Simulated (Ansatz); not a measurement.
Basis sets compared for Si(CCH)H3 (C2H4Si). The state is a singlet with charge 0. Geometry PBE0-D4/def2-TZVP. Ansatz on 4 threads of Intel Xeon 6975P-C on a shared host; times are rough, and most runs start from earlier orbitals.

Cartesian coordinates in Å:
```
Si -1.042 0.045 -0.231
C 0.738 -0.032 0.157
C 1.913 -0.083 0.423
H 2.952 -0.128 0.657
H -1.821 -0.383 0.956
H -1.336 -0.856 -1.372
H -1.406 1.438 -0.590
```

Binding counts from free atoms (Si triplet, C triplet, H doublet) in the same basis, without a counterpoise term.

```csv
level,functions,energy (Eh),HOMO (eV),LUMO (eV),binding per atom (eV),wall time
HF/STO-3G,23,-362.6548,-8.77,10.27,3.60,0.05 s
HF/6-31G,39,-366.8372,-10.83,4.15,2.57,0.1 s
PBE-D4/def2-SVP,66,-367.6240,-6.99,-0.84,3.90,0.2 s
PBE0-D4/def2-SVP,66,-367.6624,-8.26,0.10,3.84,0.2 s
```

Estimate the rows for HF/def2-TZVP, PBE-D4/def2-TZVP (with forces), PBE0-D4/def2-TZVP.


```
                         level  functions  energy (Eh)  HOMO (eV)  LUMO (eV)  binding per atom (eV)  wall time
                  HF/def2-TZVP        123    -366.9764     -11.03       3.44                   2.88      0.2 s
PBE-D4/def2-TZVP (with forces)        123    -367.8159      -7.11      -1.05                   3.90      0.4 s
             PBE0-D4/def2-TZVP        123    -367.8519      -8.32      -0.10                   3.84      0.5 s
```
